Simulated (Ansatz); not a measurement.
Born–Oppenheimer molecular dynamics of CH3F + CO2 (8 atoms, charge 0, multiplicity 1). It starts from a relaxed structure.

Level of theory: Ansatz 0.2.0, RKS B3LYP/6-31G*.

```
ensemble                      : NVE (velocity Verlet)
time step                     : 0.5 fs
steps asked                   : 150
starting velocities drawn for : 200 K
masses                        : H 2.014 u
seed                          : 89649
```

First frame:

```xyz
8
Properties=species:S:1:pos:R:3
O -1.065 -0.431 -1.750
C -0.032 -0.098 -2.190
O 0.981 0.228 -2.670
C -0.018 0.048 1.369
F 0.867 0.316 0.329
H 0.421 -0.712 2.026
H -0.959 -0.319 0.951
H -0.195 0.968 1.936
```

(1) How far do the bonds stretch over the last three quarters of this one trajectory? (Pairs bonded in most of those frames.)

## Answers

(1) 
```tsv
bond	mean (Å)	spread (Å)	shortest	longest
O1–C2	1.170	0.011	1.15	1.19
C2–O3	1.168	0.010	1.15	1.19
C4–F5	1.392	0.017	1.37	1.42
C4–H6	1.097	0.016	1.07	1.12
C4–H7	1.096	0.022	1.06	1.13
C4–H8	1.096	0.003	1.09	1.10
```

Mean temperature of the second half: 102 K. The conserved energy stayed within 0.077 meV per atom of its start (net change 0.043 meV per atom), so the integration is sound. The temperature averaged 0.51 of the 200 K drawn at the start: a run that starts near a minimum puts about half its kinetic energy into the potential. A run of 0.075 ps of so small a system gives no equilibrium averages.

Run time: 9.4 min on 1 thread of AMD EPYC 7R43 64-Core Processor (Zen 3) (shared host), peak memory 0.16 GiB.
